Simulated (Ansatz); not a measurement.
in.yaml

```yaml
crystal:
  periodic: [false, false, false]
  atoms:
    - {symbol: Si, position_ang: [0.000000, 0.000000, 0.554993]}
    - {symbol: O, position_ang: [0.000000, 0.000000, -1.121434]}
    - {symbol: H, position_ang: [0.000000, 1.331946, 1.168229]}
    - {symbol: H, position_ang: [0.000000, -1.331946, 1.168229]}
basis:
  gaussian: {orbitals: cc-pVTZ}
total_charge: 1
magnetization: {spin_polarized: false, initial_magnetization: 1}
correlation: {method: bccd_t, electrons: outside_noble_gas}
```

```sh
$ ansatz run in.yaml --threads 2 --pin off --events-out ev --progress --plain --max-ram 16896MiB --backend cuda --devices 0, --max-vram 18GiB
```

Output:

```
536 factors; integrals over basis functions are off by at most 1.6e-3 eV
mean field evaluation 1: about -9902.0740 eV, gradient 8.4e1 eV
mean field evaluation 2: about -9902.0798 eV, gradient 8.4e1 eV
mean field evaluation 4: about -9920.1649 eV, gradient 9.7e0 eV
mean field evaluation 8: about -9922.8324 eV, gradient 2.9e-1 eV
mean field evaluation 16: about -9823.2664 eV, gradient 1.6e2 eV
mean field evaluation 32: about -9920.5679 eV, gradient 1.9e-1 eV
mean field evaluation 64: about -9922.3014 eV, gradient 2.7e-6 eV
mean field evaluation 96: about -9922.3021 eV, gradient 2.4e-2 eV
mean field evaluation 128: about -9911.4694 eV, gradient 1.1e1 eV
mean field evaluation 160: about -9922.8324 eV, gradient 5.7e-3 eV
...
cycle   2  -8.57728739 eV  change   -3.0e-2 eV  update   7.6e-3
cycle   3  -8.57441123 eV  change    2.9e-3 eV  update   4.4e-3
cycle   4  -8.57478538 eV  change   -3.7e-4 eV  update   2.3e-3
cycle   5  -8.57423845 eV  change    5.5e-4 eV  update   1.4e-3
cycle   6  -8.57428220 eV  change   -4.4e-5 eV  update   5.4e-4
cycle   7  -8.57417196 eV  change    1.1e-4 eV  update   2.3e-4
cycle   8  -8.57424700 eV  change   -7.5e-5 eV  update   1.2e-4
cycle   9  -8.57422129 eV  change    2.6e-5 eV  update   5.4e-5
cycle  10  -8.57421105 eV  change    1.0e-5 eV  update   2.6e-5
cycle  11  -8.57421903 eV  change   -8.0e-6 eV  update   1.1e-5
perturbative correction -0.31177174 eV, -0.0114574002 hartree
Total energy: -9931.71836460 eV, -364.9839179385 hartree
```

For the same geometry and basis UCCSDT(Q) lies 49.1 meV lower.

Ran on 2 threads of AMD EPYC 7R13 with a shared H100 80 GB, shared host: 6.5 s wall, 0.81 GiB peak host memory.
